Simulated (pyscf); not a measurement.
Four-centre exchange: `[InH]` [singlet] + `[NH3]` → `[NH2][In]` [singlet] + `[H][H]`

Gas phase, singlet surface, charge 0. Bonds broken: In1–H2, N3–H4. Bonds formed: In1–N3, H2–H4. PySCF, gas phase, ωB97X-D3(BJ)/def2-SVP geometries.

Transition state (Å):

```xyz
6

In     0.2611     0.1705     1.3415
H     -2.0703     0.4561     1.2176
N     -0.8331    -0.2570    -0.6417
H     -1.7683     0.1485     0.3123
H     -0.9265    -1.2104    -0.9960
H     -0.7159     0.3569    -1.4496
```

One imaginary mode, 1413i cm⁻¹; descent along it reached the two sides named, in the forms told below.

```csv
bond,change,reactant side (Å),saddle,product side
In1–H2,breaks,1.872,2.352,4.5
N3–H4,breaks,1.021,1.396,2.572
In1–N3,forms,2.6,2.305,2.085
H2–H4,forms,3.0,1.003,0.764
```

Electronic energies relative to the separated reactants (kcal/mol):

```json
[
 {"level": "ωB97X-D3(BJ)/def2-TZVP", "barrier": "12.9", "reaction energy": "-8.8", "reverse barrier": "21.8"},
 {"level": "PBE/def2-TZVP", "barrier": "9.7", "reaction energy": "-8.4", "reverse barrier": "18.1"},
 {"level": "r²SCAN/def2-TZVP", "barrier": "10.7", "reaction energy": "-9.3", "reverse barrier": "20.0"},
 {"level": "B3LYP-D3(BJ)/def2-TZVP", "barrier": "12.5", "reaction energy": "-8.4", "reverse barrier": "20.9"},
 {"level": "PBE0-D3(BJ)/def2-TZVP", "barrier": "12.3", "reaction energy": "-6.7", "reverse barrier": "19.0"},
 {"level": "M06-2X/def2-TZVP", "barrier": "13.3", "reaction energy": "-10.3", "reverse barrier": "23.6"},
 {"level": "ωB97M-D3(BJ)/def2-TZVP", "barrier": "15.9", "reaction energy": "-6.3", "reverse barrier": "22.3"},
 {"level": "HF/def2-TZVP", "barrier": "31.1", "reaction energy": "-1.1", "reverse barrier": "32.3"}
]
```

With ωB97M-D3(BJ)/def2-TZVP energies and thermal terms (ideal gas, 1 atm, RRHO with modes under 100 cm⁻¹ raised to 100, one conformer, R ln 2 for chiral ones without a mode under 150 cm⁻¹), in kcal/mol:

| T (K) | ΔH‡ | ΔG‡ | ΔH | ΔG |
|---|---|---|---|---|
| 298 | 13.7 | 21.9 | -8.9 | -8.2 |
| 600 | 13.9 | 30.1 | -7.8 | -8.0 |
| 900 | 14.4 | 38.1 | -7.1 | -8.3 |
| 1200 | 15.0 | 45.9 | -6.8 | -8.7 |

On the reactant side the descent ends in a bound adduct (not fully relaxed), 12.6 kcal/mol under the separated species and 25.6 kcal/mol under the saddle at ωB97X-D3(BJ)/def2-TZVP. This is the saddle that the search found; another between the same sides may lie lower. Elements past Kr carry the def2 core potentials, without spin-orbit coupling.
